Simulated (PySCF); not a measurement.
## Mayer bond orders and bond lengths

C3H5Cl.
Atom-mapped SMILES: `[CH2:1]=[CH:2][CH2:3][Cl:4]` (hydrogens: H5, H6 on C1; H7 on C2; H8, H9 on C3)

Structure used (GFN2-xTB), in Å, numbered top down from 1:
```
atom  x, y, z in Å
C1    -1.3595   -0.1488    0.3605
C2    -0.2544    0.5005    0.0430
C3     0.9872   -0.1655   -0.4323
Cl4    2.2933    0.0602    0.7859
H5    -2.2392    0.3649    0.7064
H6    -1.4309   -1.2210    0.2799
H7    -0.1954    1.5755    0.1412
H8     1.3599    0.2797   -1.3550
H9     0.8525   -1.2395   -0.5548
```

Bond orders from the PBE0/pcSseg-1 density (PySCF). Geometry: GFN2-xTB, one conformer, isolated molecule.

Question: How far do the computed orders between heavy atoms stray from the drawn ones?

Answer: The largest departure is 0.034, at C3–Cl4 (drawn single, 0.966) and C1–C2 (drawn double, 1.969).

Question: Give the Mayer order of every bond, beside its length.

Answer: 
```tsv
bond	drawn as	length (Å)	Mayer order
C1–C2	double	1.321	1.969
C2–C3	single	1.487	1.028
C3–Cl4	single	1.800	0.966
C1–H5	single	1.076	0.954
C1–H6	single	1.078	0.953
C2–H7	single	1.081	0.952
C3–H8	single	1.090	0.934
C3–H9	single	1.089	0.942
```

Bonds between the same two heavy elements. C–C: lowest C2–C3 (1.028, 1.487 Å), highest C1–C2 (1.969, 1.321 Å).

Question: Sum the orders of all bonds at each heavy atom with more than one neighbour and set the sums beside the valence in the SMILES.

Answer: C1 3.876 (drawn 4), C2 3.949 (drawn 4), C3 3.870 (drawn 4). Orders between atoms that aren't bonded are not in these sums.

For a closed shell the Mayer order of atoms A and B is Σ (PS)μν (PS)νμ over the basis functions μ on A and ν on B, with P the density and S the overlap matrix.
